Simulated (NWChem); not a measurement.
System: fluorine (F2); SMILES FF

Here is an NWChem input.

```
start job
memory heap 200 mb stack 900 mb global 1100 mb
geometry units angstroms
  F      0.000000     0.000000     0.688226
  F      0.000000     0.000000    -0.688226
end
basis spherical
  * library 3-21g
end
dft
  xc hfexch
  iterations 150
end
driver
  maxiter 120
end
task dft optimize
task dft freq
```

The level has its own optimisation; frequencies are unscaled.

Task: Give the results of this calculation. (Hartree-Fock/3-21G.) Quantities: r F–F (Å); highest harmonic frequency (cm⁻¹); zero-point energy (kcal/mol).

Result: 
```
Item                               Value
---------------------------------  -----
r F–F (Å)                          1.403
highest harmonic frequency (cm⁻¹)   1296
zero-point energy (kcal/mol)         1.9
```
